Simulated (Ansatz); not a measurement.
Relaxation of C4H9N (14 atoms, charge 0, multiplicity 1), to a largest force component of 0.015 eV/Å in at most 40 steps.

Level of theory: RKS PBE0-D4/def2-SVP (Ansatz 0.2.0).

```xyz
14
Properties=species:S:1:pos:R:3:forces:R:3
N -0.047 0.798 1.935 -3.59 4.45 -1.08
C -0.105 1.118 0.495 0.71 -1.32 1.32
C -0.512 -0.127 -0.247 3.59 0.17 -1.56
C 0.604 -1.216 -0.463 -5.89 -0.20 -1.61
C 0.060 -0.399 -1.634 -0.99 -0.85 1.44
H 0.556 0.098 2.108 2.73 -3.37 0.62
H -0.986 0.508 2.211 0.32 -0.11 0.25
H -0.785 1.931 0.270 -0.54 0.51 0.25
H 0.891 1.499 0.235 0.15 -0.17 -0.44
H -1.507 -0.413 -0.023 -1.22 -0.77 0.13
H 1.537 -1.080 -0.092 3.29 0.74 1.18
H 0.204 -2.245 -0.382 0.41 0.30 -0.06
H -0.654 -0.827 -2.355 0.50 -0.21 0.06
H 0.732 0.327 -2.031 0.52 0.83 -0.49
```

Q: Where does it end, and by what steps?

A: The run converged. After 6 steps the energy has fallen by 0.646 eV; H7 moved furthest, 0.20 Å.

```tsv
step	energy less start (eV)	largest force component (eV/Å)	accepted
0	0.0000	5.894	yes
1	-0.5786	1.638	yes
2	-0.6388	0.389	yes
3	-0.6446	0.103	yes
4	-0.6458	0.038	yes
5	-0.6460	0.016	yes
6	-0.6460	0.007	yes
```

```xyz
14
Properties=species:S:1:pos:R:3
N -0.076 0.916 1.980
C -0.087 1.064 0.539
C -0.477 -0.167 -0.249
C 0.544 -1.235 -0.516
C 0.037 -0.379 -1.640
H 0.514 0.126 2.238
H -1.009 0.681 2.314
H -0.764 1.896 0.280
H 0.917 1.387 0.211
H -1.499 -0.518 -0.055
H 1.566 -1.061 -0.163
H 0.233 -2.283 -0.478
H -0.626 -0.831 -2.382
H 0.714 0.377 -2.051
```

Time of the run: 18 s on 2 threads of Intel(R) Xeon(R) Platinum 8488C (Sapphire Rapids), with other jobs on the host, peak memory 0.28 GiB.
